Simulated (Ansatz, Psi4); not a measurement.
Species: tetrafluoromethane, CF₄, charge 0, multiplicity 1. SMILES: C(F)(F)(F)F
Structure (B3LYP-D3(BJ)/def2-TZVP (Ansatz, a quantum-chemistry and plane-wave program) minimum search):
```xyz
5

C      0.0000     0.0000     0.0000
F      0.7629     0.7657     0.7682
F     -0.7843    -0.7493     0.7628
F     -0.7467     0.7653    -0.7843
F      0.7680    -0.7817    -0.7466
```

Wanted: enthalpy of formation at 298 K, in kcal/mol. Terms: UHF or UKS for open shells; non-relativistic; no dispersion term unless named; spin-orbit terms left out; 6-31G* and kin with 6d, 5d where marked. First-principles rows: single points at B3LYP-D3(BJ) geometries (Ansatz), with unscaled harmonic terms from B3LYP/6-31G* at its own minima, enthalpies of formation by atomisation with measured atoms.

| species | coefficient | E at wB97X-D/6-31G* (Psi4), Eh | E at PBE/def2-TZVPD (Ansatz), Eh | H(298 K) - E, kcal/mol |
|---|---|---|---|---|
| FC(F)(F)F | +1 | -437.36635 | -437.27870 | 13.82 |
| C atom | -1 | -37.83024 | -37.79605 | - |
| F atom | -4 | -99.69074 | -99.67049 | - |

The atoms take no thermal term, since their enthalpies of formation at 0 K are used: the result is the sum of coefficient times E, plus the molecule's thermal term, plus number times (enthalpy of formation minus H(298) - H(0)) over the atoms. Measured values of the atoms (G2/97 table in ASE), kcal/mol:

| atom | number | enthalpy of formation of the gas at 0 K | H(298) - H(0) of the element's standard state |
|---|---|---|---|
| C | 1 | 169.98 | 0.25 |
| F | 4 | 18.47 | 1.05 |

Measured values: Active Thermochemical Tables 1.112 (ions: stationary electron), as tabulated in the package chemicals; they hold spin-orbit and core effects, anharmonicity.  Value to compare with, the measured value: -223.1 kcal/mol. 1 Eh = 627.5095 kcal/mol.

Problem. Work the quantity out at each level, and compare with the measured value.

Solution. 
- wB97X-D/6-31G*: the sum of coefficient times E is -0.77315 Eh, or -485.16 kcal/mol; the thermal terms add 13.82; the atoms' measured terms add 239.41. Result: -231.9 kcal/mol. Its error against the measured value is -8.8 kcal/mol.
- PBE/def2-TZVPD: the sum of coefficient times E is -0.80069 Eh, or -502.44 kcal/mol; the thermal terms add 13.82; the atoms' measured terms add 239.41. Result: -249.2 kcal/mol. Its error against the measured value is -26.1 kcal/mol.
